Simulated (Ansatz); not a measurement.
Computed with Ansatz on PBE0-D4/def2-TZVP structures; ΔE is electronic, products minus reactants. CCSD(T)/CBS adds triple-zeta CCSD(T) − MP2 to the extrapolated MP2 energy (def2 sets, frozen cores). This one scheme is used for every species. Functionals use def2-TZVPP. B3LYP here is the variant with VWN-RPA as its local correlation; programs differ in this. One conformer a species, not always the lowest.

Consider the hydrogenolysis of a C–C bond: `C=C(O)CC=O` + H₂ → `C=C(C)O` + `C=O`.

```csv
level,ΔE (eV)
B3LYP,-0.42
SCS-MP2/def2-TZVPP,-0.35
HF/CBS(def2),-0.54
CCSD/CBS(def2),-0.38
```

Task: What does CCSD(T)/CBS give? (Estimate.)

Result: The calculation gave: -0.33 eV. The listed levels differ from it by -0.09, -0.02, -0.21, -0.05 eV.

Largest T1 diagnostic among the species: 0.015.

In def2-TZVPP, CCSD(T) changes the Hartree–Fock value by +0.20 eV (the triples alone add +0.05 eV) and MP2 by +0.24 eV. The D4 term adds +0.09 eV with B3LYP and +0.05 eV with PBE0; it sums over pairs of atoms, weighted by their polarisabilities, and B3LYP, whose exchange is more repulsive, gets the larger term. From PBE to PBE0 (25 % exact exchange), in def2-TZVPP and without D4, ΔE moves by −0.04 eV.
